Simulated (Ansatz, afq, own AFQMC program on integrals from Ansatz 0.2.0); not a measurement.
**BGeH, triplet in cc-pVDZ, levels against CCSDT(Q)**

```
atom    x (Å)   y (Å)    z (Å)
  Ge   0.0897  0.0000   0.2678
   B  -0.5866  0.0000  -1.5508
   H  -0.1724  0.0000  -2.6648
```

Connectivity, by distances: Ge–BH.

Basis cc-pVDZ. Noble-gas cores (and the filled d shells of Ga–Kr and In–Xe) are frozen. AFQMC by an in-house program on the Cholesky factors that Ansatz 0.2.0 writes for its CCSD(T) run. ph-AFQMC/CISD is guided by a CISD state made of CCSD amplitudes; releasing the constraint for a short imaginary time cuts its bias at the price of noise, slowly where states lie close. ± is one standard error of the sampling. No spin–orbit coupling.

Determinant: UHF, the one that the program's search chose, which needn't be the lowest solution. The geometry is a point of a scan.

No full CI on the walks' own integrals is used here; CCSDT(Q) serves as the reference and is uncertain by about the last step of the cluster series.

Cautions: no relativity below Rb; no spin-orbit coupling; inner d shell frozen; lower spins were not checked; higher spins were not checked; raised T1 diagnostic (T1 0.044, weight of the determinant 0.86, largest double 0.09); unrestricted determinant spin contaminated (⟨S²⟩ 2.11 against 2.00).

The T1 diagnostic is 0.0436 and the weight of the determinant in the CISD state is 0.860. The ⟨S²⟩ of the determinant is 2.109 and the size of the correlated space is 8 electrons in 31 orbitals.

```csv
level,correlation energy (eV)
MP2,-3.2772
CCSD,-4.1854
CCSD(T),-4.3497
```

(1) Estimate where phaseless AFQMC with a CISD trial lies against CCSD(T) on the same integrals.

(1) 0.34 ± 0.21 kcal/mol below CCSD(T). The gap is under twice the noise, so this walk alone can't tell the two apart.

Reference: CCSDT(Q), correlation energy -4.408 eV. The released energy is read at 2.40 1/Eh (meV from the phaseless value at times in 1/Eh: -7 ± 13 at 0.24, -28 ± 14 at 0.51, -51 ± 17 at 0.99, -71 ± 18 at 1.62, -53 ± 14 at 2.40).

```json
{"level": "CCSD(T)", "E − E(reference) (kcal/mol)": "1.35", "share of correlation (%)": "98.67"}
{"level": "CCSDT", "E − E(reference) (kcal/mol)": "0.28", "share of correlation (%)": "99.73"}
{"level": "ph-AFQMC/CISD", "E − E(reference) (kcal/mol)": "1.00 ± 0.21", "share of correlation (%)": "99.01"}
{"level": "released AFQMC", "E − E(reference) (kcal/mol)": "-0.21 ± 0.33", "share of correlation (%)": "100.21"}
```

A walk keeps the symmetry of its determinant, which the program's search chose and which needn't be the lowest solution, so a lower state of the same spin and another symmetry isn't excluded. Released energies are given only where the last usable release times agree within the noise; a slower fall can still hide under it.
